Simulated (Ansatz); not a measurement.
Si₂OH₆⁻, that is (H3Si)2O with one electron more. Total charge -1; doublet. Geometry r2SCAN-D4/def2-TZVP, that of the neutral singlet.

```tsv
atom	x (Å)	y (Å)	z (Å)
Si1	0.6338	0.5890	-1.3074
H2	-0.3596	1.6158	-1.7130
H3	1.0622	-0.1846	-2.4957
H4	1.8098	1.2677	-0.7044
O5	-0.0352	-0.4492	-0.2345
Si6	-0.6393	-0.6574	1.2715
H7	-1.1545	-2.0422	1.3765
H8	0.4258	-0.4439	2.2844
H9	-1.7430	0.3048	1.5226
```

At PBE-D4/def2-TZVPD, r2SCAN-D4/def2-TZVPD, PBE0-D4/def2-TZVPD the highest occupied level of the charge -1 doublet lies above zero (up to 2.51 eV). By energy differences it is unbound by 0.88 eV (vertical, to the charge 0 singlet, at r2SCAN-D4/def2-TZVPD) and held by the finite basis.

(1) Estimate the α-spin orbital energies around the gap (eV) in Ansatz with PBE-D4/def2-TZVPD, r2SCAN-D4/def2-TZVPD, PBE0-D4/def2-TZVPD.

Results:

(1) 
| orbital | PBE-D4/def2-TZVPD | r2SCAN-D4/def2-TZVPD | PBE0-D4/def2-TZVPD |
| --- | --- | --- | --- |
| HOMO−5 | -5.44 | -5.86 | -7.03 |
| HOMO−4 | -4.06 | -4.40 | -5.35 |
| HOMO−3 | -4.02 | -4.36 | -5.31 |
| HOMO−2 | -2.97 | -3.29 | -4.30 |
| HOMO−1 | -2.82 | -3.14 | -4.15 |
| HOMO | 2.50 | 2.51 | 2.25 |
| LUMO | 2.83 | 2.99 | 3.26 |
| LUMO+1 | 2.84 | 3.22 | 3.34 |
| LUMO+2 | 3.88 | 4.21 | 4.50 |
| LUMO+3 | 3.99 | 4.40 | 4.54 |
| LUMO+4 | 4.12 | 4.45 | 4.75 |
| LUMO+5 | 4.41 | 4.84 | 5.06 |
| β HOMO | -2.78 | -3.13 | -4.12 |
| β LUMO | 3.00 | 3.57 | 3.66 |
